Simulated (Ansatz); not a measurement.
## GaP2H, triplet: reading a ladder of total energies

Geometry: displaced at random from a stationary point.

```yaml
atoms:
  - { symbol: Ga, position_ang: [-0.0202, 0.0278, 1.1698] }
  - { symbol: P, position_ang: [0.0771, 0.9590, -1.3318] }
  - { symbol: P, position_ang: [0.0132, -1.0626, -1.2581] }
  - { symbol: H, position_ang: [-1.3752, 1.2597, -1.3321] }
```

Basis cc-pVDZ; Ansatz 0.2.0. Correlated methods freeze the noble-gas cores and the filled d shells of p-block atoms, which leaves 14 electrons in 44 orbitals. R marks a restricted (for open shells ROHF) determinant, U an unrestricted one. No spin–orbit coupling is included, and no scalar relativity.

Full CI isn't at hand for all of this; UCCSDT(Q) serves as the reference, and is uncertain by the last step of the cluster series or more.

UCCSD has a T1 diagnostic of 0.027 and a largest doubles amplitude of 0.05.

Runs differ by some tens of microhartree through their thresholds and, for an open shell, their frozen cores, so steps under 0.03 kcal/mol mean nothing.

| level | total energy (hartree) |
| --- | --- |
| UHF | -2605.253639 |
| UMP2 | -2605.504900 |
| UCCSD | -2605.546583 |
| UCCSD(T) | -2605.559360 |
| UCCSDT | -2605.561006 |
| UCCSDT(Q) | -2605.562157 |

What is the correlation energy at UCCSDT(Q), and what share of it do UMP2 and UCCSD recover?

E(corr) = -2605.562157 − (-2605.253639) = -0.308518 hartree = -8.395 eV. UMP2: -0.251261 / -0.308518 = 81.44 %. UCCSD: -0.292944 / -0.308518 = 94.95 %.

By how many kcal/mol does UCCSD(T) miss UCCSDT(Q) (1 hartree = 627.509 kcal/mol), and which steps make up the rest?

-2605.559360 − (-2605.562157) = 0.002797 hartree = 1.76 kcal/mol. Steps: UCCSDT − UCCSD(T) = -1.03, UCCSDT(Q) − UCCSDT = -0.72 kcal/mol. Differences between like states or geometries often cancel part of this.
